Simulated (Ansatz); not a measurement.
# [Cl···H···Br], doublet: transfer scan

Starting geometry:

```
atom   x (Å)   y (Å)    z (Å)
  Cl  0.0000  0.0000  -1.6166
   H  0.0000  0.0000  -0.3378
  Br  0.0000  0.0000   1.9544
```

From there H2 is moved from one fragment to the other while all else, the fragments' distance too, stays fixed, so the hump isn't the reaction's barrier; atoms are numbered as listed. Energies are in eV, counted from the starting geometry at the same level. Kohn–Sham curves are unrestricted where that lies lower.

Basis cc-pVTZ; Ansatz 0.2.0. Only valence electrons are correlated (noble-gas cores and the filled d shells of p-block atoms frozen). R marks a restricted (for open shells ROHF) determinant, U an unrestricted one. No spin–orbit coupling is included, and no scalar relativity.

Unrestricted rows (U, and Kohn–Sham where it breaks symmetry) aren't spin-pure: their determinants' ⟨S²⟩ exceeds S(S+1) by up to 0.13, so they mix in states of higher spin. A value is left out where its run failed or describes another state than the reference as far as symmetry and spin tell, or, spin-broken singlets apart, can't be checked. The reference follows the lowest state, whose symmetry changes from Π to Σ⁺ or Δ between 1.605 and 1.823, from Σ⁺ or Δ to Π between 1.823 and 2.041.

Functionals correlate the shells that the reference freezes, so part of their error here is the reference's.

Full CI isn't at hand for all of this; UCCSDT(Q) serves as the reference, and is uncertain by about the last step of the cluster series.

| distance Cl1-H2 (Å) | UCCSDT(Q) | r2SCAN | PBE0 | B3LYP | wB97M-V | B2PLYP | RPA-PBE |
| --- | --- | --- | --- | --- | --- | --- | --- |
| 1.279 | 0.000 | 0.000 | 0.000 | 0.000 | 0.000 | 0.000 | 0.000 |
| 1.388 | 0.158 | 0.089 | 0.116 | 0.109 | 0.143 | 0.140 | 0.122 |
| 1.605 | 0.935 | 0.570 | – | 0.693 | 0.895 | 0.868 | 0.584 |
| 1.823 | 1.193 | – | 1.017 | – | 1.197 | 1.115 | – |
| 2.041 | 0.746 | 0.537 | 0.669 | 0.606 | – | 0.723 | 0.497 |
